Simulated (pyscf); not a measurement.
Structures and frequencies: ωB97X-D3(BJ)/def2-SVP in PySCF.

### Question
What is the homolytic dissociation enthalpy (298 K, ωB97M-D3(BJ)/def2-TZVP) of the F–Zr bond of HO–Zr(OH)(OH)–F (SMILES [OH][Zr]([OH])([OH])[F]), to [HO–Zr(OH)–OH]• + F•?

### Answer
F–Zr to [HO–Zr(OH)–OH]• + F•: 6.63 eV. The 7 functionals that were run give +6.43 (M06-2X) to +6.79 eV (PBE). The radicals are drawn with the spin at the cut bond; how far it spreads was not checked. Other isomers of [HO–Zr(OH)–OH]• were not searched in full and may lie lower. Left out: the spin-orbit lowering of F. Open-shell species with a d-block atom are single-reference here; other states, and whether the spin sits on metal or ligand, were not checked. Elements past Kr carry the def2 core potentials, without spin-orbit coupling.
